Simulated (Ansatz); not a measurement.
**One elementary step**

Start structure (SiH2S, singlet), relaxed at PBE0-D4/def2-TZVP:

H1  (-1.724, 0.036, -0.581)
S2  (-0.421, 0.091, -0.914)
Si3  (0.369, -0.105, 1.039)
H4  (1.776, -0.022, 0.456)
(Å)

The step: SiH₂S ([SiH][SH]) → SiH₂S ([SiH2][S]); bonds formed: H1–Si3; bonds broken: H1–S2. Program: Ansatz 0.2.0. Basis: def2-TZVPP and def2-QZVPP. Cores are frozen in the correlated methods. Extrapolation: Hartree–Fock as exp(−7.88 √X), correlation as X^−2.97. Energies below are by CCSD(T) at an estimated basis limit (MP2 extrapolated from triple and quadruple zeta, plus CCSD(T) − MP2 in triple zeta).

Problem. What are the electronic barrier and the energy of the step, from the start structure to the end structure? (Judge from chemistry; the value comes from the calculation.)

Solution. Computed: Barrier 42.71 kcal/mol; step energy -11.59 kcal/mol (downhill); reverse barrier, their difference, 54.30 kcal/mol. Barrier and step energy count from the start structure, the reverse barrier from the end structure.

The saddle point: One imaginary mode of 1337i cm⁻¹.
| pair | start (Å) | saddle (Å) | end (Å) |
| --- | --- | --- | --- |
| H1–Si3 | 2.65 | 1.56 | 1.49 |
| H1–S2 | 1.35 | 1.83 | 3.04 |

Zero-point energy (harmonic, PBE0-D4): ZPE is 10.65 kcal/mol at the start and 8.15 kcal/mol at the saddle, so the barrier goes from 42.71 to 40.20 kcal/mol.

First-order rate constant out of the start structure at 698 K by transition-state theory, with harmonic vibrational free energies alone and no tunnelling: ΔA‡ = 40.13 kcal/mol, so k = (kB T/h) exp(−ΔA‡/kB T) ≈ 10^1 s⁻¹ (an order of magnitude at best: rotation, the number of equivalent paths and anharmonicity are left out).

T1 diagnostic: at most 0.026. The T1 diagnostic is large here, which may signal multireference character or strong orbital relaxation, so CCSD(T) is less sure. The restricted Hartree–Fock reference is unstable towards an unrestricted one at one or more of these structures.

Labels in which every atom is bracketed show which atoms are joined, not bond orders.

For scale, one of the runs: CCSD(T)/def2-TZVPP, 112 basis functions (an equivalent command: `ansatz run in.yaml --threads 2`). The run took about 3.3 s on 2 CPU threads (shared host).
